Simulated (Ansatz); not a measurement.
Density of states of Be (P6_3/mmc, a = 2.264 Å, b = 2.264 Å, c = 3.563 Å, α = 90.00°, β = 90.00°, γ = 120.00°), in states per eV and primitive cell, averaged over bins of 0.4 eV. All numbers below come from Ansatz, DFT r2SCAN, scalar-relativistic, plane waves, PAW.

Cutoff 500 eV; k points 24×24×12 on the computed 2-atom cell (Γ-centred); Gaussian smearing, width 0.10 eV; no spin polarisation.

The cell is relaxed at this level. The states (both spins) are summed by tetrahedra on a 36×36×18 mesh at the self-consistent density. Energies are bin centres; the table starts no lower than −8 eV and ends at 6 eV, or lower where the solved bands end.

It is a metal at this level.

```
E − E_F (eV) total Be 2s
       -7.85   0.33   0.30
       -7.45   0.35   0.32
       -7.05   0.36   0.32
       -6.65   0.38   0.33
       -6.25   0.40   0.34
       -5.85   0.43   0.34
       -5.45   0.49   0.35
       -5.05   0.49   0.31
       -4.65   0.48   0.27
       -4.25   0.46   0.22
       -3.85   0.45   0.18
       -3.45   0.51   0.19
       -3.05   0.54   0.20
       -2.65   0.47   0.15
       -2.25   0.41   0.12
       -1.85   0.36   0.09
       -1.45   0.33   0.07
       -1.05   0.22   0.04
       -0.65   0.18   0.03
       -0.25   0.13   0.02
        0.15   0.11   0.01
        0.55   0.12   0.01
        0.95   0.19   0.03
        1.35   0.51   0.22
        1.75   0.90   0.45
        2.15   0.70   0.25
        2.55   0.54   0.15
        2.95   0.48   0.11
        3.35   0.45   0.08
        3.75   0.45   0.07
        4.15   0.45   0.08
        4.55   0.43   0.06
        4.95   0.41   0.05
        5.35   0.38   0.04
        5.75   0.38   0.04
```

The columns after the total are the Löwdin projections on the occupied valence shells of the potentials. The rest of the total lies in shells that are empty in the free atom, which aren't projected, and between the atoms.

Cost: 1 run of about 1.4 core-minutes, on Arm Neoverse V1 (shared hosts).